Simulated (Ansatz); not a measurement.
# AlBH (quartet): from Hartree-Fock to the top rungs, def2-QZVPP

One table from this session's results is given with a row withheld; the runs are named, their logs left out.

Method: def2-QZVPP, core rule «outside noble gas», up to 6 orbitals frozen; program: Ansatz 0.2.0, Gaussian basis.

The runs, in order: UHF; ROHF; CCSD(T) on UHF.

### The geometry

The geometry is a PBE0/def2-TZVP stationary point (not a proven minimum).

3 atoms, charge 0, spin multiplicity 4.

Atoms are counted from 1 here; the program's logs count them from 0.

Bond lengths: B1–Al2 1.937 Å, Al2–H3 1.577 Å. Angles: B1–Al2–H3 180.0°.

As a file:

```xyz
3
AlBH
B     0.00000    0.00000    1.81700
Al    0.00000    0.00000   -0.12000
H     0.00000    0.00000   -1.69700
```

The first run:

Contents of in.yaml:

```yaml
crystal:
  periodic: [false, false, false]
  atoms:
    - {symbol: B, position_ang: [0.000000, 0.000000, 1.817000]}
    - {symbol: Al, position_ang: [0.000000, 0.000000, -0.120000]}
    - {symbol: H, position_ang: [0.000000, 0.000000, -1.697000]}
basis:
  gaussian: {orbitals: "def2-QZVPP.json"}
magnetization: {spin_polarized: true, initial_magnetization: 3}
hamiltonian: {xc: hf}
output: {orbitals: {seedname: orbitals}}
```

Started as:

```sh
$ ansatz run in.yaml --threads 1 --pin off --events-out ev --progress --plain --max-ram 2393MiB
```

Steps of the session up to this table: UHF; ROHF; CCSD(T) on UHF.

One table of the session follows, with a row left open; its other results are not shown here.

```
  method  from UCCSD(T) (meV)
    ROHF              +4176.5
     UHF              +4126.7
    UMP2               +837.2
   UCCSD                    ?
UCCSD(T)                    0
```

Estimate the missing values for UCCSD.

The run gave: from UCCSD(T) (meV): +194.1. In the column «from UCCSD(T) (meV)» it lies between UCCSD(T) (0) and UMP2 (+837.2).
